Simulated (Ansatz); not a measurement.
# BaSc2: from a trial structure to a relaxed crystal

Method: Ansatz, DFT PBE, scalar-relativistic, plane waves, PAW. Cutoff 420 eV, Γ-centred k mesh, Gaussian smearing, no spin polarisation in the final step.

BaSc2 was placed on the cubic Laves (C15) structure type (Fd-3m, No. 227), with Ba in place of Mg, Sc in place of Cu, at a guessed volume.

```
CELL_PARAMETERS angstrom
0.00000 4.25323 4.25323
4.25323 0.00000 4.25323
4.25323 4.25323 0.00000
ATOMIC_POSITIONS crystal
Ba 0.00000 0.00000 0.00000
Ba 0.25000 0.25000 0.25000
Sc 0.62500 0.62500 0.62500
Sc 0.12500 0.62500 0.62500
Sc 0.62500 0.62500 0.12500
Sc 0.62500 0.12500 0.62500
```

Cell and atoms relax at zero pressure; the relaxation can't lower the symmetry of the start. After a coarse first stage the cell is made exact in the group found at 0.06 Å.

Energies over the elements count from the elements' standard structures at the same level, with no empirical corrections.

(1) Which crystal results?

(2) What are its volume, energy, density and gap?

Results:

(1) It keeps Fd-3m (No. 227). The result has the cubic Laves (C15) structure. Conventional cell: a = 9.519 Å. Ba is coordinated by 12 Sc at 3.95 Å and 4 Ba at 4.12 Å; around Sc lie 6 Sc at 3.37 Å and 6 Ba at 3.95 Å.

Space group Fd-3m:1 (No. 227). a = 9.519 Å, b = 9.519 Å, c = 9.519 Å, α = 90.00°, β = 90.00°, γ = 90.00°
```csv
atom,site,symmetry,x,y,z
Ba,8b,-43m,0.0000,0.0000,0.5000
Sc,16c,.-3m,0.1250,0.1250,0.1250
```

(2) The volume per atom is 35.94 Å³ and the density is 3.50 g/cm³. The energy over the elements is 0.43 eV/atom and the gap on the 8×8×8 mesh is 0 eV (a metal).

The final run used a 8×8×8 mesh on its 6-atom cell and 0.10 eV smearing. The k mesh leaves about 4 meV/atom of noise in metals. A structure relaxed within its symmetry needn't be a true minimum.

Cost: 3 runs of about 2.4 core-minutes in all, on AMD EPYC 7R43 (Zen 3) (shared hosts).